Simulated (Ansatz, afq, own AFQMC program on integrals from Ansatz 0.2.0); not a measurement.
**Where AFQMC and coupled cluster stand for CHN⁺, quartet**

```yaml
atoms:
  - { symbol: N, position_ang: [0.0000, 0.0792, 0.6323] }
  - { symbol: C, position_ang: [0.0000, -0.1496, -0.6235] }
  - { symbol: H, position_ang: [0.0000, 0.6827, -1.3569] }
```

Connectivity, by distances: N–CH.

Basis cc-pVDZ. Noble-gas cores (and the filled d shells of Ga–Kr and In–Xe) are frozen. AFQMC by an in-house program on the Cholesky factors that Ansatz 0.2.0 writes for its CCSD(T) run. ph-AFQMC/CISD is guided by a CISD state made of CCSD amplitudes; releasing the constraint for a short imaginary time cuts its bias at the price of noise, slowly where states lie close. Error bars are statistical, one sigma.

Determinant: UHF, the one that the program's search chose, which needn't be the lowest solution. The geometry is a PBE0/def2-TZVP stationary point of this or a neighbouring charge and spin state.

No full CI on the walks' own integrals is used here; CCSDTQ serves as the reference and is uncertain by about the last step of the cluster series.

Cautions: lower spins were not checked.

The T1 diagnostic is 0.0321 and the weight of the determinant in the CISD state is 0.907. The ⟨S²⟩ of the determinant is 3.758 and the size of the correlated space is 9 electrons in 31 orbitals.

```
  level  correlation energy (eV)
    MP2                  -4.4554
   CCSD                  -5.3640
CCSD(T)                  -5.4960
```

(1) Estimate where AFQMC with the constraint released lies against CCSD(T) on the same integrals.

(1) 3.5 ± 0.3 kJ/mol below CCSD(T).

Reference: CCSDTQ, correlation energy -5.535 eV. The released energy is read at 2.40 1/Eh (meV from the phaseless value at times in 1/Eh: -6 ± 3 at 0.24, -8 ± 3 at 0.51, -14 ± 4 at 0.99, -16 ± 3 at 1.62, -15 ± 3 at 2.40).

```json
{"level": "CCSD(T)", "E − E(reference) (kJ/mol)": "3.8", "share of correlation (%)": "99.30"}
{"level": "CCSDT", "E − E(reference) (kJ/mol)": "0.7", "share of correlation (%)": "99.86"}
{"level": "CCSDT(Q)", "E − E(reference) (kJ/mol)": "0.0", "share of correlation (%)": "100.01"}
{"level": "ph-AFQMC/CISD", "E − E(reference) (kJ/mol)": "1.7 ± 0.2", "share of correlation (%)": "99.68"}
{"level": "released AFQMC", "E − E(reference) (kJ/mol)": "0.3 ± 0.3", "share of correlation (%)": "99.95"}
```

CCSDT and higher add their correlation energy to the determinant of the CCSD(T) run, since their own runs factorise the integrals more tightly (a shift of under 2 meV). A walk keeps the symmetry of its determinant, which the program's search chose and which needn't be the lowest solution, so a lower state of the same spin and another symmetry isn't excluded. Released energies are given only where the last usable release times agree within the noise; a slower fall can still hide under it.
